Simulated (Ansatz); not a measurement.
Species: CH3 (charge 0, doublet). SMILES: [CH3]
Geometry from a B3LYP-D3(BJ)/def2-TZVP (Ansatz, an electronic-structure program) optimisation:
```
C
H 1 1.0789
H 1 1.0789 2 120.00
H 1 1.0789 2 120.00 3 -180.00
```
Charge 0, spin multiplicity 2.

Wanted: enthalpy of formation at 298 K, in kcal/mol. Terms: open shells spin-unrestricted; six Cartesian d functions in 6-31G* and its kin unless marked 5d; dispersion terms only where a functional's name holds one; non-relativistic; spin-orbit terms left out. First-principles rows: single points at B3LYP-D3(BJ) geometries (Ansatz), with unscaled harmonic terms from B3LYP/6-31G* at its own minima, enthalpies of formation by atomisation with measured atoms.

```csv
species,coefficient,"E at PBE/6-31G* (Ansatz), Eh","E at PBE/def2-TZVPD (Ansatz), Eh","H(298 K) - E, kcal/mol"
[CH3] (CH3),+1,-39.76808,-39.78820,21.26
C atom,-1,-37.78288,-37.79605,-
H atom,-3,-0.49743,-0.49962,-
```

The atoms take no thermal term, since their enthalpies of formation at 0 K are used: the result is the sum of coefficient times E, plus the molecule's thermal term, plus number times (enthalpy of formation minus H(298) - H(0)) over the atoms. Measured values of the atoms (G2/97 table in ASE), kcal/mol:

| atom | number | enthalpy of formation of the gas at 0 K | H(298) - H(0) of the element's standard state |
|---|---|---|---|
| C | 1 | 169.98 | 0.25 |
| H | 3 | 51.63 | 1.01 |

Measured values: Active Thermochemical Tables 1.112 (ions: stationary electron), as tabulated in the package chemicals; they hold spin-orbit and core effects, anharmonicity.  Value to compare with, the measured value: 35.0 kcal/mol. 1 Eh = 627.5095 kcal/mol.

Problem. Compute it at each level from the table, and compare with the measured value.

Solution. 
- PBE/6-31G*: the sum of coefficient times E is -0.49291 Eh, or -309.31 kcal/mol; the thermal terms add 21.26; the atoms' measured terms add 321.59. Result: 33.5 kcal/mol. Its error against the measured value is -1.5 kcal/mol.
- PBE/def2-TZVPD: the sum of coefficient times E is -0.49329 Eh, or -309.54 kcal/mol; the thermal terms add 21.26; the atoms' measured terms add 321.59. Result: 33.3 kcal/mol. Its error against the measured value is -1.7 kcal/mol.
